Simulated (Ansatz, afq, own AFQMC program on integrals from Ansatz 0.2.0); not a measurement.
# Al2H (quartet): quantum Monte Carlo beside coupled cluster, cc-pVTZ

Aim: compute Al2H (quartet) with auxiliary-field quantum Monte Carlo on the same integrals as coupled cluster, and set the energies side by side.

Program: Ansatz 0.2.0, Gaussian basis, and an in-house AFQMC program (afq) on its integrals; all values are calculated. Level of theory: cc-pVTZ, frozen cores. These are calculated values, not measurements.

The runs, in order: PBE (unrestricted); CCSD(T) on UHF; r2SCAN (unrestricted); CCSDT(Q) on UHF; PBE0 (unrestricted); B3LYP (unrestricted); wB97M-V (unrestricted); B2PLYP (unrestricted); Phaseless AFQMC, CISD trial on UHF; Phaseless AFQMC, single-determinant trial on UHF.

1 further run of the same task is left out (it didn't finish).

**1. The system**

The geometry is a PBE0/def2-TZVP stationary point (not a proven minimum) of the parent state, kept for this charge and spin.

3 atoms, charge 0, spin multiplicity 4.

Atoms are counted from 1 here; the program's logs count them from 0.

Bond lengths: Al1–Al2 2.677 Å, Al1–H3 1.619 Å. Angles: Al2–Al1–H3 180.0°.

**2. PBE (unrestricted)**

Contents of in.yaml:

```yaml
crystal:
  periodic: [false, false, false]
  atoms:
    - {symbol: Al, position_ang: [0.000000, 0.000000, 0.352569]}
    - {symbol: Al, position_ang: [0.000000, 0.000000, -2.324369]}
    - {symbol: H, position_ang: [0.000000, 0.000000, 1.971799]}
basis:
  gaussian: {orbitals: cc-pVTZ}
magnetization: {spin_polarized: true, initial_magnetization: 3}
hamiltonian: {xc: {name: PBE}}
output: {orbitals: {seedname: orbitals}}
```

Started as:

```
ansatz run in.yaml --threads 1 --pin off --events-out ev --progress --plain --max-ram 5120MiB --backend cpu
```

The log of the run:

```text
Functional definition: PBE
  name "PBE"
  cite "Perdew, Burke & Ernzerhof, Phys. Rev. Lett. 77, 3865 (1996) doi:10.1103/PhysRevLett.77.3865"
  parent pbe
  parameter kappa = 0.804
  parameter beta = 0.06672455060314922
  exchange = pbe_x(kappa = kappa, mu = beta*pi^2/3)
  correlation = pbe_c(beta = beta)
606 factors; their error is unknown
mean field evaluation 1: about -13198.7875 eV, gradient 9.8e0 eV
mean field evaluation 2: about -13192.0302 eV, gradient 2.2e1 eV
mean field evaluation 4: about -13199.8660 eV, gradient 1.7e0 eV
mean field evaluation 8: about -13199.9004 eV, gradient 4.2e-2 eV
mean field evaluation 16: about -13199.8889 eV, gradient 1.0e-5 eV
mean field -13199.88894283 eV, -485.0869714429 hartree, gradient 1.0e-5 eV, S^2 3.753472; 0 other end points of the search recorded, 0 dependent functions left out
reference -13199.88898161 eV, -485.0869728682 hartree; 15, 12 occupied and 67, 70 virtual orbitals, 606 factors
Total energy: -13199.88898161 eV, -485.0869728682 hartree
```

Run time: 1.3 s. Hardware: 1 thread, shared host; peak memory 1.6 GiB.

From the report: ⟨S²⟩ of the determinant 3.753 (pure quartet: 3.75).

**3. CCSD(T) on UHF**

in.yaml, as its differences from that of step 2:

```diff
@@ -9,3 +9,2 @@
 magnetization: {spin_polarized: true, initial_magnetization: 3}
-hamiltonian: {xc: {name: PBE}}
-output: {orbitals: {seedname: orbitals}}
+correlation: {method: ccsd_t, electrons: outside_noble_gas, hamiltonian_folder: ham}
```

Started as:

```
ansatz run in.yaml --threads 1 --pin off --events-out ev --progress --plain --max-ram 15360MiB --backend cuda --devices 0, --max-vram 18GiB
```

The log of the run (excerpt; [...] marks lines left out):

```text
Functional definition: HF
  name "HF"
  cite "Fock, Z. Phys. 61, 126 (1930) doi:10.1007/BF01340294"
  parent pbe
[...]
517 factors; integrals over basis functions are off by at most 1.6e-3 eV
[...]
mean field -13179.52868626 eV, -484.3387458148 hartree, gradient 3.1e-6 eV, S^2 3.790128; 10 other end points of the search recorded, 0 dependent functions left out
determinant -13179.52868626 eV, -484.3387458148 hartree, with singles and doubles -13183.20945889 eV, -484.4740117138 hartree
determinant -13178.35592137 eV, -484.2956474998 hartree, with singles and doubles -13181.55780851 eV, -484.4133146820 hartree
determinant -13177.33510796 eV, -484.2581332989 hartree, with singles and doubles -13180.92297909 eV, -484.3899851310 hartree
determinant -13177.27143230 eV, -484.2557932615 hartree, with singles and doubles -13181.19766516 eV, -484.4000796579 hartree
10 core orbitals not correlated: weight in the atoms' cores, before any rotation towards them, 1.000 or more for the frozen orbitals, at most 0.000 for the correlated occupied ones
reference -13179.52868626 eV, -484.3387458148 hartree; 5, 2 occupied and 67, 70 virtual orbitals, 517 factors
second order -2.87050051 eV of doubles, -0.00000000 eV of singles
cycle   1  -3.57988654 eV  change   -1.8e-1 eV  update   2.1e-2
[...]
cycle   9  -3.59164460 eV  change    3.6e-6 eV  update   7.4e-6
perturbative correction -0.21735522 eV, -0.0079876571 hartree
Total energy: -13183.33768609 eV, -484.4787239764 hartree
```

Wall time 2.3 s (1 × H100 (card shared with other runs) with 1 thread, shared host); peak host memory 1.6 GiB.

From the report: ⟨S²⟩ of the determinant 3.790 (pure quartet: 3.75); correlation -3.8090 eV; T1 0.031; largest double amplitude 0.10.

This run also writes the integrals to the folder ham.

**4. r2SCAN (unrestricted)**

in.yaml, as its differences from that of step 3:

```diff
@@ -9,2 +9,2 @@
 magnetization: {spin_polarized: true, initial_magnetization: 3}
-correlation: {method: ccsd_t, electrons: outside_noble_gas, hamiltonian_folder: ham}
+hamiltonian: {xc: {name: r2SCAN}}
```

Started as:

```
ansatz run in.yaml --threads 1 --pin off --events-out ev --progress --plain --max-ram 5120MiB --backend cpu
```

The log of the run:

```text
Functional definition: r2SCAN
  name "r2SCAN"
  cite "Furness, Kaplan, Ning, Perdew & Sun, J. Phys. Chem. Lett. 11, 8208 (2020) doi:10.1021/acs.jpclett.0c02405"
  cite "Furness, Kaplan, Ning, Perdew & Sun, J. Phys. Chem. Lett. 11, 9248 (2020) doi:10.1021/acs.jpclett.0c03077"
  parent r2scan
  parameter k0 = 0.174
  parameter k1 = 0.065
  parameter a1 = 4.9479
  exchange = r2scan_x(k0 = k0, k1 = k1, a1 = a1)
  correlation = r2scan_c
606 factors; their error is unknown
mean field evaluation 1: about -13204.9449 eV, gradient 8.5e0 eV
mean field evaluation 2: about -13200.9702 eV, gradient 1.7e1 eV
mean field evaluation 4: about -13205.8442 eV, gradient 1.1e0 eV
mean field evaluation 8: about -13205.8564 eV, gradient 4.4e-2 eV
mean field evaluation 16: about -13205.8449 eV, gradient 2.0e-4 eV
mean field -13205.84485235 eV, -485.3058470806 hartree, gradient 5.8e-5 eV, S^2 3.762043; 0 other end points of the search recorded, 0 dependent functions left out
reference -13205.84486886 eV, -485.3058476873 hartree; 15, 12 occupied and 67, 70 virtual orbitals, 606 factors
Total energy: -13205.84486886 eV, -485.3058476873 hartree
```

It took 3.2 s on 1 thread, shared host; peak memory 1.6 GiB.

From the report: ⟨S²⟩ of the determinant 3.762 (pure quartet: 3.75).

**5. CCSDT(Q) on UHF**

in.yaml, as its differences from that of step 4:

```diff
@@ -9,2 +9,2 @@
 magnetization: {spin_polarized: true, initial_magnetization: 3}
-hamiltonian: {xc: {name: r2SCAN}}
+correlation: {method: ccsdt_q, electrons: outside_noble_gas}
```

Started as:

```
ansatz run in.yaml --threads 1 --pin off --events-out ev --progress --plain --max-ram 15360MiB --backend cuda --devices 0, --max-vram 18GiB
```

The log of the run (excerpt; [...] marks lines left out):

```text
Functional definition: HF
  name "HF"
  cite "Fock, Z. Phys. 61, 126 (1930) doi:10.1007/BF01340294"
  parent pbe
[...]
942 factors; integrals over basis functions are off by at most 2.3e-7 eV
[...]
mean field -13179.52869679 eV, -484.3387462018 hartree, gradient 3.3e-6 eV, S^2 3.790128; 10 other end points of the search recorded, 0 dependent functions left out
determinant -13179.52869679 eV, -484.3387462018 hartree, with singles and doubles -13183.20946637 eV, -484.4740119887 hartree
determinant -13178.35593434 eV, -484.2956479764 hartree, with singles and doubles -13181.55782051 eV, -484.4133151230 hartree
determinant -13177.33511101 eV, -484.2581334109 hartree, with singles and doubles -13180.92298495 eV, -484.3899853464 hartree
determinant -13177.27142630 eV, -484.2557930413 hartree, with singles and doubles -13181.19766586 eV, -484.4000796839 hartree
10 core orbitals not correlated: weight in the atoms' cores, before any rotation towards them, 1.000 or more for the frozen orbitals, at most 0.000 for the correlated occupied ones
reference -13179.52869679 eV, -484.3387462018 hartree; 5, 2 occupied and 67, 70 virtual orbitals, 942 factors
second order -2.87049817 eV of doubles, -0.00000000 eV of singles
cycle   1  -3.33317873 eV  change   -4.6e-1 eV  update   9.6e-2
[...]
cycle  19  -3.86268357 eV  change    2.1e-7 eV  update   4.7e-7
perturbative correction -0.01865681 eV, -0.0006856251 hartree
Total energy: -13183.41003717 eV, -484.4813828299 hartree
```

Run time: 3.1 s. Hardware: 1 × H100 (card shared with other runs) with 1 thread, shared host; peak host memory 1.6 GiB.

From the report: ⟨S²⟩ of the determinant 3.790 (pure quartet: 3.75); correlation -3.8813 eV; T1 0.034; largest double amplitude 0.12.

**6. PBE0 (unrestricted)**

in.yaml, as its differences from that of step 5:

```diff
@@ -9,2 +9,3 @@
 magnetization: {spin_polarized: true, initial_magnetization: 3}
-correlation: {method: ccsdt_q, electrons: outside_noble_gas}
+hamiltonian: {xc: {name: PBE0}}
+output: {orbitals: {seedname: orbitals}}
```

Started as:

```
ansatz run in.yaml --threads 1 --pin off --events-out ev --progress --plain --max-ram 5120MiB --backend cpu
```

The log of the run:

```text
Functional definition: PBE0
  name "PBE0"
  cite "Adamo & Barone, J. Chem. Phys. 110, 6158 (1999) doi:10.1063/1.478522"
  cite "Perdew, Burke & Ernzerhof, Phys. Rev. Lett. 77, 3865 (1996) doi:10.1103/PhysRevLett.77.3865"
  parent pbe
  parameter a = 0.25
  parameter kappa = 0.804
  parameter beta = 0.06672455060314922
  exchange = (1 - a)*pbe_x(kappa = kappa, mu = beta*pi^2/3) + a*exact_x
  correlation = pbe_c(beta = beta)
630 factors; their error is unknown
mean field evaluation 1: about -13200.3105 eV, gradient 7.2e0 eV
mean field evaluation 2: about -13199.2842 eV, gradient 1.1e1 eV
mean field evaluation 4: about -13200.9918 eV, gradient 4.7e-1 eV
mean field evaluation 8: about -13201.0321 eV, gradient 8.5e-2 eV
mean field evaluation 16: about -13201.0321 eV, gradient 7.1e-5 eV
mean field -13201.03212395 eV, -485.1289825744 hartree, gradient 2.9e-5 eV, S^2 3.757903; 2 other end points of the search recorded, 0 dependent functions left out
reference -13201.03215308 eV, -485.1289836449 hartree; 15, 12 occupied and 67, 70 virtual orbitals, 630 factors
Total energy: -13201.03215308 eV, -485.1289836449 hartree
```

Run time: 1.7 s. Hardware: 1 thread, shared host; peak memory 1.6 GiB.

From the report: ⟨S²⟩ of the determinant 3.758 (pure quartet: 3.75).

**7. B3LYP (unrestricted)**

in.yaml, as its differences from that of step 6:

```diff
@@ -9,3 +9,2 @@
 magnetization: {spin_polarized: true, initial_magnetization: 3}
-hamiltonian: {xc: {name: PBE0}}
-output: {orbitals: {seedname: orbitals}}
+hamiltonian: {xc: {name: B3LYP}}
```

Launched as before.

The log of the run (excerpt; [...] marks lines left out):

```text
Functional definition: B3LYP
  name "B3LYP"
  cite "Stephens, Devlin, Chabalowski & Frisch, J. Phys. Chem. 98, 11623 (1994) doi:10.1021/j100096a001"
  cite "Becke, Phys. Rev. A 38, 3098 (1988) doi:10.1103/PhysRevA.38.3098"
  cite "Lee, Yang & Parr, Phys. Rev. B 37, 785 (1988) doi:10.1103/PhysRevB.37.785"
  cite "Vosko, Wilk & Nusair, Can. J. Phys. 58, 1200 (1980) doi:10.1139/p80-159"
[...]
630 factors; their error is unknown
[...]
mean field -13208.22393176 eV, -485.3932766365 hartree, gradient 4.0e-5 eV, S^2 3.755106; 1 other end points of the search recorded, 0 dependent functions left out
reference -13208.22413689 eV, -485.3932841749 hartree; 15, 12 occupied and 67, 70 virtual orbitals, 630 factors
Total energy: -13208.22413689 eV, -485.3932841749 hartree
```

Run time: 1.8 s. Hardware: 1 thread, shared host; peak memory 1.7 GiB.

From the report: ⟨S²⟩ of the determinant 3.755 (pure quartet: 3.75).

**8. wB97M-V (unrestricted)**

in.yaml, as its differences from that of step 7:

```diff
@@ -9,2 +9,3 @@
 magnetization: {spin_polarized: true, initial_magnetization: 3}
-hamiltonian: {xc: {name: B3LYP}}
+hamiltonian: {xc: {name: wB97M-V}}
+output: {orbitals: {seedname: orbitals}}
```

Same command.

The log of the run (excerpt; [...] marks lines left out):

```text
Functional definition: wB97M-V
  name "wB97M-V"
  cite "Mardirossian & Head-Gordon, J. Chem. Phys. 144, 214110 (2016) doi:10.1063/1.4952647"
  cite "Becke, J. Chem. Phys. 107, 8554 (1997) doi:10.1063/1.475007"
  cite "Vydrov & Van Voorhis, J. Chem. Phys. 133, 244103 (2010) doi:10.1063/1.3521275"
  # Of w^i u^j: cxij and so on, Table III.
[...]
  gx(w, u) = 1 - cx + cx01*u + cx10*w
  gss(w, u) = css00 + css04*u^4 + css10*w + css20*w^2 + css43*w^4*u^3
  gos(w, u) = cos00 + cos10*w + (cos20 + cos21*u)*w^2 + (cos60 + cos61*u)*w^6
[...]
      + integral(e_c_pw_mod_opposite_spin*gos(b97_w_opposite, b97_u_opposite)) + vv10(b, c)
606 factors; their error is unknown
147 factors; integrals over basis functions are off by at most 6.9e-5 eV
[...]
mean field -13205.86397666 eV, -485.3065498861 hartree, gradient 5.3e-5 eV, S^2 3.757211; 1 other end points of the search recorded, 0 dependent functions left out
reference -13205.86401271 eV, -485.3065512111 hartree; 15, 12 occupied and 67, 70 virtual orbitals, 606 factors
Total energy: -13205.86401271 eV, -485.3065512111 hartree
```

It took 6.5 s on 1 thread, shared host; peak memory 1.7 GiB.

From the report: ⟨S²⟩ of the determinant 3.757 (pure quartet: 3.75).

**9. B2PLYP (unrestricted)**

in.yaml, as its differences from that of step 8:

```diff
@@ -9,3 +9,3 @@
 magnetization: {spin_polarized: true, initial_magnetization: 3}
-hamiltonian: {xc: {name: wB97M-V}}
-output: {orbitals: {seedname: orbitals}}
+hamiltonian: {xc: {name: B2PLYP}}
+correlation: {electrons: outside_noble_gas}
```

Same command.

The log of the run (excerpt; [...] marks lines left out):

```text
Functional definition: B2PLYP
  name "B2PLYP"
  cite "Grimme, J. Chem. Phys. 124, 034108 (2006) doi:10.1063/1.2148954"
  cite "Becke, Phys. Rev. A 38, 3098 (1988) doi:10.1103/PhysRevA.38.3098"
  cite "Lee, Yang & Parr, Phys. Rev. B 37, 785 (1988) doi:10.1103/PhysRevB.37.785"
[...]
517 factors; integrals over basis functions are off by at most 1.6e-3 eV
[...]
mean field -13199.56397262 eV, -485.0750290078 hartree, gradient 6.9e-6 eV, S^2 3.764722; 6 other end points of the search recorded, 0 dependent functions left out
10 core orbitals not correlated: weight in the atoms' cores, before any rotation towards them, 1.000 or more for the frozen orbitals, at most 0.000 for the correlated occupied ones
reference -13199.56410141 eV, -485.0750337408 hartree; 5, 2 occupied and 67, 70 virtual orbitals, 517 factors
second order -3.93470477 eV of doubles, -0.00000000 eV of singles
Total energy: -13200.62647169 eV, -485.1140751288 hartree
```

It took 4.6 s on 1 thread, shared host; peak memory 1.7 GiB.

From the report: ⟨S²⟩ of the determinant 3.765 (pure quartet: 3.75).

**10. Phaseless AFQMC, CISD trial on UHF**

It reads the integrals that the CCSD(T) run on this determinant wrote.

Started as:

```
afq ham --method phaseless --trial cisd --walkers 1600 --populations 20 --least-time 60 --time-step 0.005 --steps-per-block 50 --equilibration-blocks 28 --max-blocks 4000 --target-error 0.00016 --factor-cut 1e-05 --start spin_pure --seed 4208 --release-times 0.24,0.5,1,1.5 --release-step 0.02 --release-every 3 --taylor-order 6
```

The log of the run:

```text
orbitals 72  electrons 5 2  factors 485 of 517
reference energy -484.33874581 Eh
CCSD correlation -0.13199065 Eh in 13 cycles, weight of the determinant in the CISD state 0.8618
energy of the start -484.469810 Eh
 block  time / (1/Eh)  mean weight  energy / Eh
     1     0.250  0.9999  -484.469278
     2     0.500  1.0002  -484.469897
     3     0.750  0.9999  -484.470955
     4     1.000  0.9997  -484.472244
     5     1.250  0.9999  -484.473164
     6     1.500  1.0001  -484.474024
     7     1.750  1.0001  -484.474965
     8     2.000  1.0000  -484.475628
     9     2.250  1.0003  -484.476079
    10     2.500  0.9997  -484.476663
    11     2.750  0.9997  -484.476879
    13     3.250  1.0000  -484.477187
    15     3.750  0.9999  -484.477604
    17     4.250  1.0002  -484.478043
    19     4.750  0.9994  -484.478632
    21     5.250  1.0001  -484.479466
    23     5.750  0.9998  -484.479320
    25     6.250  0.9997  -484.479172
    27     6.750  1.0001  -484.478712
    29     7.250  1.0000  -484.478914
    31     7.750  1.0003  -484.480124
    33     8.250  0.9999  -484.480821
    35     8.750  0.9999  -484.478149
    37     9.250  0.9997  -484.479267
    39     9.750  1.0000  -484.479667
    41    10.250  1.0002  -484.478869
    43    10.750  1.0001  -484.479092
    45    11.250  1.0002  -484.479137
    47    11.750  1.0002  -484.479992
    49    12.250  1.0000  -484.480243
    51    12.750  0.9992  -484.479570
    53    13.250  1.0004  -484.479870
    55    13.750  0.9998  -484.479364
    57    14.250  0.9999  -484.480332
    59    14.750  1.0001  -484.480731
    61    15.250  1.0001  -484.480028
    63    15.750  1.0004  -484.480230
    65    16.250  1.0004  -484.480227
    67    16.750  0.9996  -484.479970
    69    17.250  1.0000  -484.479858
    71    17.750  0.9994  -484.479255
    73    18.250  1.0005  -484.478946
    75    18.750  0.9997  -484.478123
    77    19.250  0.9999  -484.478970
    79    19.750  0.9996  -484.478669
    81    20.250  0.9998  -484.479418
    83    20.750  0.9998  -484.478393
    85    21.250  1.0000  -484.479106
    87    21.750  1.0000  -484.478559
error from the spread of 20 populations
released: time / (1/Eh)  energy / Eh  error  mean overlap
  0.24  -484.479892  0.000187  0.9990
  0.50  -484.480039  0.000198  0.9970
  1.00  -484.480142  0.000194  1.0029
  1.50  -484.480628  0.000155  1.0008
energy -484.479510 +/- 0.000156 Eh
```

It took 30 s on 1 × H100 (card shared with other runs) with 2 threads, shared host.

Energy -13183.3591 ± 0.0042 eV. Caveats: constraint bias not in the error.

**11. Phaseless AFQMC, single-determinant trial on UHF**

It reads the integrals that the CCSD(T) run on this determinant wrote.

Started as:

```
afq ham --method phaseless --trial hf --walkers 1600 --populations 20 --least-time 40 --time-step 0.005 --steps-per-block 20 --equilibration-blocks 112 --max-blocks 4000 --target-error 0.0008 --factor-cut 1e-05 --start spin_pure --seed 3601 --taylor-order 6
```

The log of the run:

```text
orbitals 72  electrons 5 2  factors 485 of 517
reference energy -484.33874581 Eh
CCSD correlation -0.13199065 Eh in 13 cycles, weight of the determinant in the CISD state 0.8618
energy of the start -484.339320 Eh
 block  time / (1/Eh)  mean weight  energy / Eh
     1     0.100  1.0005  -484.356110
     2     0.200  1.0005  -484.369194
     3     0.300  1.0005  -484.379975
     4     0.400  1.0008  -484.389973
     5     0.500  1.0005  -484.398214
     6     0.600  1.0005  -484.405520
     7     0.700  1.0002  -484.411846
     8     0.800  1.0003  -484.417358
     9     0.900  1.0001  -484.421682
    10     1.000  1.0002  -484.427782
    11     1.100  1.0001  -484.431448
    16     1.600  1.0003  -484.445093
    21     2.100  1.0000  -484.456652
    26     2.600  1.0001  -484.463344
    31     3.100  0.9998  -484.472485
    36     3.600  1.0001  -484.470311
    41     4.100  0.9994  -484.470455
    46     4.600  1.0000  -484.471252
    51     5.100  1.0005  -484.471619
    56     5.600  1.0001  -484.475197
    61     6.100  1.0000  -484.474110
    66     6.600  0.9997  -484.475630
    71     7.100  1.0000  -484.474092
    76     7.600  1.0000  -484.473304
    81     8.100  0.9997  -484.477054
    86     8.600  1.0005  -484.472044
    91     9.100  1.0000  -484.473572
    96     9.600  1.0001  -484.472322
   101    10.100  1.0004  -484.468823
   106    10.600  1.0005  -484.473814
   111    11.100  1.0000  -484.473899
   116    11.600  0.9999  -484.471932
   121    12.100  1.0002  -484.474629
   126    12.600  1.0001  -484.474126
   131    13.100  0.9997  -484.474760
   136    13.600  1.0002  -484.475262
   141    14.100  1.0004  -484.473461
   146    14.600  0.9997  -484.472508
   151    15.100  0.9998  -484.471995
   156    15.600  0.9998  -484.469872
   161    16.100  1.0003  -484.471866
   166    16.600  1.0001  -484.476001
   171    17.100  0.9998  -484.475114
   176    17.600  0.9998  -484.475165
   181    18.100  1.0002  -484.473839
   186    18.600  1.0002  -484.473343
   191    19.100  1.0002  -484.472240
   196    19.600  1.0001  -484.468441
   201    20.100  0.9997  -484.473366
   206    20.600  0.9998  -484.473700
   211    21.100  0.9999  -484.474376
error from the spread of 20 populations
energy -484.473326 +/- 0.000790 Eh
```

Run time: 17 s. Hardware: 1 × H100 (card shared with other runs) with 2 threads, shared host.

Energy -13183.1908 ± 0.0215 eV. Caveats: constraint bias not in the error.

**12. AFQMC on the ladder**

On the UHF determinant, counted from CCSDT(Q) (a yardstick, not exact):

| level | energy (eV) | from CCSDT(Q) (kJ/mol) | statistical error (kJ/mol) | time |
| --- | --- | --- | --- | --- |
| HF | -13179.5287 | +374.5 |  |  |
| MP2 | -13182.3992 | +97.5 |  |  |
| CCSD | -13183.1203 | +28.0 |  |  |
| CCSD(T) | -13183.3377 | +7.0 |  |  |
| CCSDT(Q) | -13183.4100 | 0.0 |  |  |
| Phaseless AFQMC, CISD trial, step 0.005, 1600 walkers | -13183.3591 | +4.9 | 0.4 | 30 s |
| Phaseless AFQMC, single-determinant trial, step 0.005, 1600 walkers | -13183.1908 | +21.2 | 2.1 | 17 s |

The functionals' totals stand on their own zeros and serve differences with other points: PBE -13199.889 eV; r2SCAN -13205.845 eV; PBE0 -13201.032 eV; B3LYP -13208.224 eV; wB97M-V -13205.864 eV; B2PLYP -13200.626 eV.

**13. Summary of results**

| quantity | value |
| --- | --- |
| CCSD(T) on UHF from CCSDT(Q) | +7.0 kJ/mol |
| Phaseless AFQMC, CISD trial on UHF from CCSDT(Q) | +4.9 ± 0.4 kJ/mol |
| Phaseless AFQMC, single-determinant trial on UHF from CCSDT(Q) | +21.2 ± 2.1 kJ/mol |

In words: On UHF the phaseless walk with the CISD trial lies +4.9 kJ/mol from CCSDT(Q), 12 times its error bar. A single-determinant trial moves the result by +16.2 kJ/mol. Error bars are statistical and leave out the constraint, the time step and what remains of the start.
